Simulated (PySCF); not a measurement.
Gas-phase reaction: 2 BH2 + H2BNH2 ⇌ HBNH + B2H6

Method: PySCF energies plus ideal-gas RRHO corrections (1 bar). S°(298 K) at PBE0/def2-TZVP differs from the NASA 1993 table for BH2 (+14 J/mol/K); whether the harmonic model or the table's entry is off was not settled. † marks an energy on the PBE0/def2-TZVP geometry and frequencies; other levels use their own. 6-31G* has spherical d functions here. Open shells (unrestricted): BH2 (multiplicity 2); the rest are closed-shell singlets. H2BNH2, HBNH: computed as isolated molecules; such fragments, hydroxides, amides, oligomers or adducts are transient or little studied in the gas. The harmonic model lacks anharmonicity and excited electronic states, which grow with temperature; levels with a mode under 35 cm⁻¹ are left out.

| level | ΔE electronic, kJ | ΔH°(298 K), kJ | ΔS°(298 K), J/K | ΔG°(600 K), kJ |
|---|---|---|---|---|
| HF/6-31G* | -302 | -279 | -179 | -170 |
| HF/def2-TZVP† | -301 | -280 | -174 | -175 |
| PBE/def2-TZVP† | -509 | -488 | -174 | -382 |
| PBE0/def2-TZVP | -488 | -467 | -174 | -362 |
| r2SCAN/def2-TZVP† | -479 | -458 | -174 | -353 |
ΔH° is lowest at PBE/def2-TZVP† and highest at HF/6-31G*. No reference value is set beside these.
